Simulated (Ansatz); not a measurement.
Graphite was calculated with PBE in Ansatz (plane waves, PAW).

Run with plane-wave cutoff 520 eV, 24×24×8 k mesh (along the axes of the cell as run), Fermi–Dirac smearing 0.05 eV, scalar-relativistic PAW data made under PBE.

Starting structure:

```xyz
4
Lattice="2.4600 0.0000 0.0000 -1.2300 2.1304 0.0000 0.0000 0.0000 6.7100" Properties=species:S:1:pos:R:3 pbc="T T T"
C      0.0000     0.0000     5.0325
C      0.0000     0.0000     1.6775
C      1.2300     0.7101     5.0325
C      0.0000     1.4203     1.6775
```

Problem. Into what structure does the relaxation of cell and atoms lead at this level, with the symmetry of the start kept?

Solution. The volume goes up by 31 %; final space group P6_3/mmc.
```xyz
4
Lattice="2.4665 0.0000 0.0000 -1.2333 2.1361 0.0000 0.0000 0.0000 8.7202" Properties=species:S:1:pos:R:3 pbc="T T T"
C      0.0000     0.0000     6.5402
C      0.0000     0.0000     2.1801
C      1.2333     0.7120     6.5402
C      0.0000     1.4241     2.1801
```

Note: the cell comes from a level without a dispersion term, which matters for the spacing of layers, chains or molecules.

Ansatz is an electronic-structure program.
